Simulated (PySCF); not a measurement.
# Basis-set dependence of excited states

Compound: CF4.
InChI=1S/CF4/c2-1(3,4)5

TDDFT with PBE0 (PySCF), vertical singlets, core orbitals frozen in the response, spherical d and f functions. Isolated species at its PBE0-D3(BJ)/def2-SVP geometry, gas phase.

```tsv
basis	functions	diffuse	S1 (eV)	S2 (eV)	S3 (eV)	S4 (eV)	S5 (eV)	LUMO (eV)	α (au)
6-31G*	70	no	15.31	15.32	15.33	15.48	15.48	5.83	13.2
def2-SVP	70	no	15.35	15.37	15.37	15.56	15.57	5.28	12.1
6-31+G*	90	yes	11.94	11.94	11.94	13.11	13.11	0.61	17.0
def2-SVPD	112	yes	12.19	12.20	12.20	13.46	13.47	0.79	18.7
aug-cc-pVDZ	115	yes	11.84	11.84	11.84	12.88	12.88	0.56	18.4
def2-TZVP	155	no	13.61	13.61	13.61	14.93	14.94	2.78	16.2
def2-TZVPD	197	yes	11.79	11.79	11.79	12.97	12.97	0.44	19.1
aug-cc-pVTZ	230	yes	11.80	11.80	11.80	12.77	12.77	0.46	19.0
```

Problem. Compare the sets with the largest diffuse one.

Solution. States are compared by their number. Against the largest diffuse basis here (aug-cc-pVTZ, itself not a converged limit), sets without diffuse functions differ by up to 3.56 eV in S1 and 2.79 eV in S5; the smaller diffuse sets differ by up to 0.40 and 0.69 eV. State by state, the largest deviation of a set without diffuse functions is S1 3.56, S2 3.57, S3 3.57, S4 2.79, S5 2.79 eV. The same number needn't mean the same state in each row. Against aug-cc-pVTZ the polarisability deviates by -30% in 6-31G*, -36% in def2-SVP, -10% in 6-31+G*, -1% in def2-SVPD, -3% in aug-cc-pVDZ, -14% in def2-TZVP, +1% in def2-TZVPD.

Without π bonds the low states are Rydberg-like; a valence basis with one diffuse set may place them up to an eV too high.
